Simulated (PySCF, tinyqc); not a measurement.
Worked calculation: MP2 on RHF in the sto-6g basis, frozen core, for LiH, spin multiplicity 1. The lowest restricted solution is unstable here: a spin-polarised one lies 0.0177 hartree lower (PySCF). One step of it, computed by the program tinyqc.

Task: Second-order Moller-Plesset energy. E2 = sum_ijab (ia|jb) [2 (ia|jb) - (ib|ja)] / (e_i + e_j - e_a - e_b) over occupied i, j and virtual a, b; the opposite-spin part is (ia|jb)^2 / denominator, the rest is same-spin, and SCS-MP2 scales them by 6/5 and 1/3.

orbital energies (hartree): [-2.413316, -0.217591, 0.066895, 0.155829, 0.155829, 0.336254]

Two-electron integrals over orbitals (pq|rs), unique and non-zero (hartree); the lowest 1 orbital is frozen and left out:
```
(22|22) 0.438734    (32|22) -0.064478   (32|32) 0.026548    (33|22) 0.210278
(33|32) 0.017095    (33|33) 0.323427    (42|42) 0.020402    (43|42) 0.020921
(43|43) 0.041676    (44|22) 0.234486    (44|32) 0.018452    (44|33) 0.278282
(44|44) 0.313125    (52|52) 0.020402    (53|52) 0.020921    (53|53) 0.041676
(54|54) 0.016875    (55|22) 0.234486    (55|32) 0.018452    (55|33) 0.278282
(55|44) 0.279374    (55|55) 0.313125    (62|22) 0.106090    (62|32) -0.050529
(62|33) -0.018400   (62|44) -0.043107   (62|55) -0.043107   (62|62) 0.133839
(63|22) -0.062407   (63|32) 0.021961    (63|33) 0.037340    (63|44) 0.010878
(63|55) 0.010878    (63|62) -0.042664   (63|63) 0.034829    (64|42) -0.017533
(64|43) -0.011025   (64|64) 0.018682    (65|52) -0.017533   (65|53) -0.011025
(65|65) 0.018682    (66|22) 0.406109    (66|32) -0.049096   (66|33) 0.238727
(66|44) 0.254729    (66|55) 0.254729    (66|62) 0.081979    (66|63) -0.046109
(66|66) 0.397819
```

Hartree-Fock energy = -7.87363076 hartree

Give: Terms; Pair energies; MP2 correlation energy; SCS-MP2 correlation energy; MP2 total energy.

Result:

Terms:
```
i  j  a  b  (ia|jb)  (ib|ja)  denominator     term
2  2  6  6   0.1338   0.1338      -1.1077  -0.0162
2  2  6  3  -0.0505  -0.0505      -0.8383  -0.0030
2  2  3  6  -0.0505  -0.0505      -0.8383  -0.0030
2  2  3  3   0.0265   0.0265      -0.5690  -0.0012
2  2  5  5   0.0204   0.0204      -0.7468  -0.0006
2  2  4  4   0.0204   0.0204      -0.7468  -0.0006
```

Pair energies (hartree; pair i-j sums ij and ji):
```
pair  opposite spin  same spin
2-2         -0.0246          0
```

MP2 correlation energy = -0.024616 hartree

SCS-MP2 correlation energy = -0.029539 hartree

MP2 total energy = -7.898247 hartree
